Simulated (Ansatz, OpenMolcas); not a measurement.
## AlF2 (SMILES [F][Al][F]): the vertical ionisation energy from total energies

The species is AlF2 (3 atoms), meant as a doublet with charge 0. SMILES: `[F][Al][F]`. The coordinates come from a PBE0-D4/def2-TZVP relaxation.

```xyz
3

F     0.5330   -1.3612    0.1364
Al    0.3887    0.2754    0.2452
F    -0.9325    1.0210   -0.3948
```

Both states at this one shape; open shells run unrestricted unless said. 1 Eh = 27.2114 eV.

```tsv
level	program	doublet AlF2 (Eh)	singlet [AlF2]+ (Eh)
U-r2SCAN/STO-3G	Ansatz	-436.218733	-436.047623
UM06-2X/STO-3G	OpenMolcas	-436.305017	-436.124782
```

Q: Work out the vertical ionisation energy at each level.

A: 
1. U-r2SCAN/STO-3G: -436.047623 − (-436.218733) = 0.171110 Eh = 4.66 eV.
2. UM06-2X/STO-3G: -436.124782 − (-436.305017) = 0.180235 Eh = 4.90 eV.

No measured value is set beside it here; the levels span 4.66 to 4.90 eV. Minimal sets are far from the basis-set limit.
